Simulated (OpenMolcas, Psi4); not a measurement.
## Worked example: vertical energy of the triplet above the singlet of NH3 (SMILES N)

The species is NH3 (4 atoms), meant as a singlet with charge 0. As SMILES, `N`. The shape is that of a PBE0-D4/def2-TZVP optimisation.

Both states at this one shape; open shells run unrestricted unless said. 1 Eh = 27.2114 eV.

```tsv
level	program	singlet NH3 (Eh)	triplet NH3 (Eh)
BLYP/def2-TZVPPD	Psi4	-56.563291	-56.333525
BHLYP/def2-TZVPPD	Psi4	-56.548802	-56.320111
CCSD(T)/def2-TZVPPD, open shells restricted, 1 core orbital frozen	OpenMolcas	-56.478591	-56.241894
```

**Question.** Work out the vertical gap, second state less first, at each level.

**Answer.** 
1. BLYP/def2-TZVPPD: -56.333525 − (-56.563291) = 0.229766 Eh = 6.25 eV.
2. BHLYP/def2-TZVPPD: -56.320111 − (-56.548802) = 0.228691 Eh = 6.22 eV.
3. CCSD(T)/def2-TZVPPD, open shells restricted: -56.241894 − (-56.478591) = 0.236697 Eh = 6.44 eV.

No measured value is set beside it here; the levels span 6.22 to 6.44 eV.
